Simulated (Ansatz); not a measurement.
# SiHF₂ radical: basis-set convergence

An exercise on one series of results from a longer session: the logs are not shown, and one member is left open.

Method: one geometry, several basis sets; program: Ansatz 0.2.0, Gaussian basis.

Levels to be run: PBE0-D4/def2-SVP; ωB97M-V/def2-SVP; PBE0-D4/def2-QZVPP; ωB97M-V/def2-QZVPP; CCSD(T)/cc-pV(D+d)Z; CCSD(T)/cc-pV(T+d)Z; CCSD(T)/cc-pV(Q+d)Z; the functionals' def2-TZVPP values are taken from earlier runs.

**The relaxed structure**

All runs share one geometry, relaxed beforehand with PBE0-D4 in a triple-zeta def2 set.

SMILES `F[SiH]F`, 4 atoms, charge 0, spin multiplicity 2.

Atoms are counted from 1 here; the program's logs count them from 0.

Bond lengths: F1–Si2 1.592 Å, Si2–F3 1.592 Å, Si2–H4 1.493 Å. Angles: F1–Si2–F3 107.2°, F1–Si2–H4 107.6°, F3–Si2–H4 107.6°.

The first run:

Contents of in.yaml:

```yaml
crystal:
  periodic: [false, false, false]
  atoms:
    - {symbol: F, position_ang: [1.274383, 0.625472, -0.411721]}
    - {symbol: Si, position_ang: [-0.027566, -0.285309, -0.316175]}
    - {symbol: F, position_ang: [-1.282764, 0.691196, -0.248087]}
    - {symbol: H, position_ang: [0.035946, -1.031360, 0.975983]}
basis:
  gaussian: {orbitals: def2-SVP}
magnetization: {spin_polarized: true, initial_magnetization: 1}
hamiltonian: {xc: pbe0, dispersion: d4}
output: {orbitals: {seedname: orbitals}}
```

Launch:

```bash
ansatz run in.yaml --threads 2 --pin off --events-out ev --progress --plain --max-ram 20480MiB --backend cpu
```

Steps of the session up to this table: PBE0-D4 in def2-SVP; ωB97M-V in def2-SVP; PBE0-D4 in def2-QZVPP; ωB97M-V in def2-QZVPP.

One of the session's tables, all rows but one given; the rest of the session is left out.

It belongs to the step «Functionals by basis». 

| functional | basis | HOMO (eV) | LUMO (eV) |
| --- | --- | --- | --- |
| PBE0-D4 | def2-SVP | ? | ? |
| PBE0-D4 | def2-TZVPP | -6.98 | -2.77 |
| PBE0-D4 | def2-QZVPP | -7.02 | -2.82 |
| ωB97M-V | def2-SVP | -8.63 | -1.06 |
| ωB97M-V | def2-TZVPP | -8.76 | -1.15 |
| ωB97M-V | def2-QZVPP | -8.82 | -1.23 |

Q: Estimate the row for PBE0-D4, def2-SVP from the others.

As computed: HOMO (eV): -6.86; LUMO (eV): -2.76. In the column «HOMO (eV)» it is the highest.
